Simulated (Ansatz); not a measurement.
We consider α-phase Ga, described by r²SCAN+rVV10 in Ansatz (PAW).

Numerical settings: plane-wave cutoff 560 eV, 14×14×12 k mesh (along the axes of the cell as run), Fermi–Dirac smearing 0.05 eV, scalar-relativistic PAW data made under PBE.

Equation-of-state points:

```tsv
V (Å³/atom)	E − E_lowest (meV/atom)	P (GPa)
18.172	6.83	3.01
18.551	1.64	1.42
18.929	0.00	0.00
19.308	1.52	-1.26
19.686	5.85	-2.38
```

Q: Estimate the bulk modulus from the pressures at 18.551 and 19.308 Å³/atom, and compare it with a fit to all energies.

A: B = −V dP/dV. Between V = 18.551 and 19.308 Å³/atom, dP/dV = (-1.26 − (1.42))/(19.308 − 18.551) = -3.54 GPa per Å³/atom; at the midpoint 18.929 Å³/atom this gives B ≈ 67.0 GPa. The third-order Birch–Murnaghan fit gives V0 = 18.929 Å³/atom, B0 = 66.8 GPa, B′ = 4.9, which lies within 1 % of that estimate.

Shape and atoms are relaxed at each volume.

Note: the bulk modulus comes from volumes at which shape and atoms were relaxed.

Computing time: around 40 core-minutes (rough).

Ansatz is a first-principles code.
